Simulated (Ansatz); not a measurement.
Input for Ansatz (development build ahead of 0.2.0):

```yaml
crystal:
  periodic: [false, false, false]
  atoms:
    - { symbol: C, position_ang: [-0.00075, -0.05384, -0.58422] }
    - { symbol: "N", position_ang: [-0.00248, -0.07704, 0.68954] }
    - { symbol: H, position_ang: [0.00575, 0.88861, 1.06497] }
    - { symbol: H, position_ang: [0.00929, -0.99259, -1.13688] }
    - { symbol: H, position_ang: [-0.00261, 0.86384, -1.19798] }
basis:
  gaussian: { orbitals: def2-TZVP }
hamiltonian:
  xc: hf
```

The input is written out in the form of the current development build from the run's settings.

Output:

```yaml
Converged: yes
Total_energy: -94.06855 hartree
Spin_squared_of_the_determinant: 0.000
```
